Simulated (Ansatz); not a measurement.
Born–Oppenheimer molecular dynamics of CH4BF (7 atoms, charge 0, multiplicity 1). It starts from a relaxed structure.

Level of theory: RKS PBE-D4/def2-mTZVP in Ansatz.

```yaml
ensemble: NVE (velocity Verlet)
time_step: 0.5 fs
steps_asked: 500
starting_velocities_drawn_for: 200 K
seed: 711151
```

First frame:

```xyz
7
Properties=species:S:1:pos:R:3
B 0.017 -0.011 -0.018
F -0.048 0.296 1.287
C 1.381 0.012 -0.771
H 1.606 -0.994 -1.169
H 1.319 0.658 -1.664
H 2.231 0.339 -0.156
H -1.032 -0.300 -0.540
```

(1) What does the run give?

(2) What happens to the structure?

(3) How do temperature and energy run in time?

Answers

(1) The run went to its last step.

```
steps done                                               : 500
time covered                                             : 250 fs
mean temperature over the second half                    : 111 K
spread of the potential energy over the second half      : 1.9 meV per atom
mean potential energy of the second half above the start : 8.3 meV per atom
```

The conserved energy stayed within 0.098 meV per atom of its start (net change 0.041 meV per atom), so the integration is sound. Over the second half the temperature averaged 0.56 of the 200 K drawn at the start: a run that starts near a minimum puts about half its kinetic energy into the potential. A run of 0.25 ps of so small a system gives no equilibrium averages.

(2) The same pairs are bonded in the first frame and the last. Pairs count as bonded within 1.25 times the sum of covalent radii (0.12 Å more for H–H). This is one draw of velocities; another would differ in detail.

(3) 
```tsv
time (fs)	T (K)	potential energy less start (eV)	conserved less start (meV/atom)
0	200	0.000	0.00
20.5	97	0.067	0.06
41	80	0.078	0.07
61.5	96	0.068	0.06
82	86	0.074	0.07
102.5	84	0.075	0.08
123	118	0.053	0.05
143.5	108	0.060	0.04
164	110	0.059	0.05
184.5	141	0.039	0.04
205	130	0.046	0.03
225.5	95	0.068	0.06
246	63	0.089	0.09
```

The run took 10 min on 1 thread of Arm Neoverse V1 (shared host), peak memory 0.11 GiB.
